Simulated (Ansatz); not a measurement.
Input file:

```yaml
crystal:
  periodic: [false, false, false]
  atoms:
    - {symbol: B, position_ang: [0.000000, 0.000000, 0.000000]}
    - {symbol: H, position_ang: [0.729431, 1.429179, 1.425938]}
    - {symbol: H, position_ang: [-0.746391, -1.420734, 1.425601]}
    - {symbol: H, position_ang: [-0.726136, 1.422409, -1.434364]}
    - {symbol: H, position_ang: [0.743097, -1.430854, -1.417175]}
basis:
  gaussian: {orbitals: 6-31G}
magnetization: {spin_polarized: false, initial_magnetization: 1}
correlation: {method: ccsdtq, electrons: outside_noble_gas}
```

```sh
$ ansatz run in.yaml --threads 1 --pin off --events-out ev --progress --plain --max-ram 2393MiB
```

Problem. Roughly how long does this take on 1 thread of Intel Xeon, shared host, and how much host memory?

Solution. 52 s wall and 0.19 GiB.

```
402 factors; integrals over basis functions are off by at most 1.9e-8 eV
mean field evaluation 1: about -718.2949 eV, gradient 9.1e0 eV
mean field evaluation 2: about -718.2952 eV, gradient 9.1e0 eV
mean field evaluation 4: about -719.1356 eV, gradient 1.7e0 eV
mean field evaluation 8: about -719.1830 eV, gradient 4.4e-5 eV
mean field evaluation 16: about -719.1830 eV, gradient 7.2e-6 eV
mean field evaluation 32: about -718.9924 eV, gradient 4.8e0 eV
mean field evaluation 64: about -719.8278 eV, gradient 1.5e-2 eV
mean field evaluation 96: about -710.4571 eV, gradient 2.3e0 eV
mean field evaluation 128: about -712.8181 eV, gradient 5.3e0 eV
mean field evaluation 160: about -713.3615 eV, gradient 7.7e-1 eV
...
cycle  13  -6.00422130 eV  change   -4.1e-4 eV  update   2.3e-4
cycle  14  -6.00446640 eV  change   -2.5e-4 eV  update   1.3e-4
cycle  15  -6.00447834 eV  change   -1.2e-5 eV  update   6.0e-5
cycle  16  -6.00452470 eV  change   -4.6e-5 eV  update   3.3e-5
cycle  17  -6.00449759 eV  change    2.7e-5 eV  update   1.7e-5
cycle  18  -6.00449749 eV  change    1.0e-7 eV  update   8.8e-6
cycle  19  -6.00450301 eV  change   -5.5e-6 eV  update   5.0e-6
cycle  20  -6.00450169 eV  change    1.3e-6 eV  update   2.8e-6
cycle  21  -6.00450201 eV  change   -3.1e-7 eV  update   1.6e-6
cycle  22  -6.00450178 eV  change    2.2e-7 eV  update   8.3e-7
Total energy: -725.18750751 eV, -26.6501493513 hartree
```

For the same geometry and basis full CI lies 4.3 meV higher.
